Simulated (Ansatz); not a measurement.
Reaction (SMILES): O=S=O → O=S=O as doublet, charge -1 (an electron is taken up)

Wanted: adiabatic electron affinity (0 K, with zero-point energies), in eV. Positive where the reaction releases energy. Conventions: spin-orbit terms left out; UHF or UKS for open shells; 6-311+G** with 5d, 6d on Na to Ar in Ansatz (a first-principles code); LANL2DZ with its own core potentials from Na on; 6-31G* and kin with 6d, 5d where marked; non-relativistic. First-principles rows: single points at B3LYP-D3(BJ) geometries (Ansatz), with unscaled harmonic terms from B3LYP/6-31G* at its own minima. Anions need diffuse functions, which STO-3G, LANL2DZ, def2-SVP, cc-pVDZ and Pople sets without + lack. The Hartree-Fock reference of O=S=O is unstable towards a lower, spin-broken solution. The spin state of an ion or metal species was assumed, not searched.

```json
[
 {"level": "HF/STO-3G", "program": "Ansatz", "adiabatic electron affinity (0 K, with zero-point energies) (eV)": "-2.53"},
 {"level": "HF/3-21G", "program": "Ansatz", "adiabatic electron affinity (0 K, with zero-point energies) (eV)": "1.72"},
 {"level": "HF/LANL2DZ", "program": "Ansatz", "adiabatic electron affinity (0 K, with zero-point energies) (eV)": "3.12"},
 {"level": "HF/6-31G*", "program": "Ansatz", "adiabatic electron affinity (0 K, with zero-point energies) (eV)": "0.62"},
 {"level": "HF/6-311+G**", "program": "Ansatz", "adiabatic electron affinity (0 K, with zero-point energies) (eV)": "1.23"}
]
```

No value to compare with is used here. The 5 habitual levels span -2.53 (HF/STO-3G) to 3.12 eV (HF/LANL2DZ).

The sets are all those run for this method; runs whose electronic state is in doubt are left out.
